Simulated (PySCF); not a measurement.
# BH2O (SMILES B[O]) at UCCSDT/STO-3G

Aim: the energy change on altering one bond length of BH2O at UCCSDT/STO-3G, from 2 runs. The job is set up through a Python script.

The calculation is run with PySCF 2.14.0.

9 further runs of the same task are left out: 1 that didn't finish, 8 set aside as unsound or not needed.

### Step 1. The system as given

The species is BH2O (4 atoms), meant as a doublet with charge 0. SMILES: `B[O]`. The shape is that of a PBE0-D4/def2-TZVP optimisation.

Bond lengths: B1–O2 1.281 Å, B1–H3 1.211 Å, B1–H4 1.211 Å. Angles: O2–B1–H3 119.9°, O2–B1–H4 119.9°, H3–B1–H4 120.2°.

### Step 2. A single-point energy at UCCSDT/STO-3G

Input file input.xyz:

```xyz
4

B     -0.001100    -0.010300    -0.015100
O      1.025300    -0.340800     0.676900
H     -1.052600    -0.587700     0.151600
H      0.083900     0.878500    -0.833600
```

Input file job.py:

```python
from pyscf import gto, scf, cc

mol = gto.Mole()
mol.atom = 'input.xyz'
mol.spin = 1
mol.max_memory = 1860
mol.basis = 'sto-3g'
mol.verbose = 3
mol.build()

myscf = scf.UHF(mol)
myscf.conv_tol = 1e-10
myscf.kernel()
if not myscf.converged:
    myscf = myscf.newton().run(myscf.mo_coeff, myscf.mo_occ)

mycc = cc.CCSDT(myscf, frozen=2)
mycc.kernel()
e_tot = mycc.e_tot
print(f'total energy: {e_tot:.8f} hartree')
```

Run with:

```sh
OMP_NUM_THREADS=1 python job.py
```

The log of the run:

```text
converged SCF energy = -99.3856366710952  <S^2> = 0.76855603  2S+1 = 2.0184707
_make_eris_incore_UCCSDT

WARN: A large `blksize_v_aaa` is being used, which may cause large memory consumption
      for storing contraction intermediates. If memory is sufficient, consider using
      `pyscf.cc.uccsdt_highm.UCCSDT` instead.

WARN: A large `blksize_v_aab` is being used, which may cause large memory consumption
      for storing contraction intermediates. If memory is sufficient, consider using
      `pyscf.cc.uccsdt_highm.UCCSDT` instead.

UCCSDT converged
E(UCCSDT) = -99.48058637730875   E_corr = -0.09494970621352503
E_corr(same-spin) = -0.0141161026086137
E_corr(oppo-spin) = -0.0808336036049114
total energy: -99.48058638 hartree
```

Wall time 1.2 s (1 thread of Arm Neoverse V1, shared host); peak memory 0.1 GiB.

### Step 3. The distorted shape

Input file input.xyz:

```xyz
4

B     -0.822186     0.254089    -0.568677
O      1.025300    -0.340800     0.676900
H     -1.873686    -0.323311    -0.401977
H     -0.737186     1.142889    -1.387177
```

Input file calc.py:

```python
from pyscf import gto, cc

molecule = gto.M(
    atom='input.xyz',
    spin=1,
    max_memory=1860,
    basis='sto-3g',
    verbose=3,
)

mf = molecule.UHF()
mf.conv_tol = 1e-10
mf.kernel()
if not mf.converged:
    mf = mf.newton().run(mf.mo_coeff, mf.mo_occ)

mycc = cc.CCSDT(mf, frozen=2)
mycc.kernel()
etot = mycc.e_tot
print('E = %.10f Eh' % etot)
```

Run with:

```sh
OMP_NUM_THREADS=1 python calc.py
```

The log of the run:

```text
converged SCF energy = -99.1251794287648  <S^2> = 0.75830525  2S+1 = 2.0082881
_make_eris_incore_UCCSDT

WARN: A large `blksize_v_aaa` is being used, which may cause large memory consumption
      for storing contraction intermediates. If memory is sufficient, consider using
      `pyscf.cc.uccsdt_highm.UCCSDT` instead.

WARN: A large `blksize_v_aab` is being used, which may cause large memory consumption
      for storing contraction intermediates. If memory is sufficient, consider using
      `pyscf.cc.uccsdt_highm.UCCSDT` instead.

UCCSDT converged
E(UCCSDT) = -99.28408883934321   E_corr = -0.1589094105784132
E_corr(same-spin) = -0.00315523875601933
E_corr(oppo-spin) = -0.155754171822394
E = -99.2840888393 Eh
```

Wall time 2 s (1 thread of Arm Neoverse V1, shared host); peak memory 0.12 GiB.

### Step 4. Outcome

At UCCSDT/STO-3G, 2 core orbitals frozen:

| quantity | value |
| --- | --- |
| first shape: total energy | -99.48059 Eh |
| first shape: dipole moment (Hartree–Fock density) | 0.21 D |
| first shape: HOMO energy (Hartree–Fock orbitals) (highest over α and β) | -11.28 eV |
| first shape: LUMO energy (Hartree–Fock orbitals) (lowest over α and β) | 6.82 eV |
| first shape: correlation energy (2 core orbitals frozen) | -94.9 mEh |
| first shape: ⟨S²⟩ of the reference determinant | 0.769 |
| first shape: T1 diagnostic | 0.034 |
| distorted shape: total energy | -99.28409 Eh |
| distorted shape: dipole moment (Hartree–Fock density) | 1.48 D |
| distorted shape: HOMO energy (Hartree–Fock orbitals) (highest over α and β) | -7.16 eV |
| distorted shape: LUMO energy (Hartree–Fock orbitals) (lowest over α and β) | 5.48 eV |
| distorted shape: correlation energy (2 core orbitals frozen) | -158.9 mEh |
| distorted shape: ⟨S²⟩ of the reference determinant | 0.758 |
| distorted shape: T1 diagnostic | 0.055 |
| energy change with the B1–O2 bond stretched from 1.281 to 2.306 Å | 5.347 eV |

**Reading.** With the B1–O2 bond stretched from 1.281 to 2.306 Å the energy rises by 5.35 eV (516 kJ/mol). The first shape isn't relaxed at this level, so the change isn't measured from a minimum. The minimal basis adds a large error of its own. The T1 diagnostic (distorted shape) of 0.055 is above the customary mark for such species, so a single reference may not serve.
